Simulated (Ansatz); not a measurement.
How far each method lies from UCCSDT(Q) for [Cl···H···H], doublet

Geometry: a point of a hydrogen-transfer path between rigid fragments, not a stationary point.

```xyz
3

Cl    0.0000    0.0000   -1.2943
H     0.0000    0.0000    0.2747
H     0.0000    0.0000    1.0197
```

Basis cc-pVTZ; Ansatz 0.2.0. Only valence electrons are correlated (noble-gas cores frozen), which leaves 9 electrons in 57 orbitals. R marks a restricted (for open shells ROHF) determinant, U an unrestricted one. Active spaces: pair = (3e, 3o) about the gap; valence = (9e, 6o) chosen from the atoms' valence shells.

Full CI isn't at hand for all of this; UCCSDT(Q) serves as the reference, and is uncertain by about the last step of the cluster series. The frozen core follows each run's orbitals, which can shift R against U totals by a few meV.

For open shells CISD is restricted-active-space CI with the open shells as a complete middle space.

```
UHF ⟨S²⟩                          : 0.777
T1 diagnostic (RCCSD)             : 0.0226
largest doubles amplitude (RCCSD) : 0.061
T1 diagnostic (UCCSD)             : 0.0131
```

```tsv
level	E − E(RHF) (eV)
UHF	-0.2502
RMP2	-5.8904
UMP2	-5.8565
RCCSD	-6.6130
UCCSD	-6.6180
RCCSD(T)	-6.8237
UCCSD(T)	-6.8231
```

(1) Estimate how far UCCSDT(Q) in cc-pVTZ lies from RCCSD(T). The table doesn't fix it; the size of (T) and the diagnostics are the guide.

(1) UCCSDT(Q) in cc-pVTZ lies 2.6 kJ/mol below RCCSD(T), which is 13 % of the (T) step (-20.3 kJ/mol). The diagnostics are small and one determinant leads, so the series closes fast and only a small part of (T) is left.

The other levels:

| level | E − E(UCCSDT(Q)) (kJ/mol) | share of correlation (%) | wall time |
| --- | --- | --- | --- |
| CISD | 58.8 | 91.10 | 2.5 s |
| BCCD(T) | 2.6 | 99.61 | 2 s |
| RCCSDT | 0.8 | 99.88 | – |
| UCCSDT | 0.7 | 99.89 | – |
| RCCSDT(Q) | 0.1 | 99.99 | 53 s |
| CASSCF (pair space) | 603.0 | 8.76 | – |
| NEVPT2 (pair space) | 90.7 | 86.28 | 0.96 s |
| MRCISD (pair space) | 50.7 | 92.33 | – |
| MRCISD+Q (pair space) | 7.6 | 98.85 | 1.2 s |
| CASSCF (valence space) | 598.2 | 9.49 | – |
| NEVPT2 (valence space) | 143.0 | 78.36 | 0.87 s |
| MRCISD (valence space) | 49.8 | 92.46 | – |
| MRCISD+Q (valence space) | 7.6 | 98.86 | 1.4 s |

The correlation energy at UCCSDT(Q), counted from RHF, is -6.850 eV. That run took 46 s on 1 thread of Arm Neoverse V2, shared host.

Times hold each run's SCF and search for its determinant on a shared host, so for small cases they say little of a method's own cost; they ran on 1 thread of Arm Neoverse V2.

Natural occupations of CASSCF (valence space) about the gap: 2.000 2.000 1.999 1.974 1.001 0.027; effectively unpaired electrons, Σ n²(2−n)², 1.01.
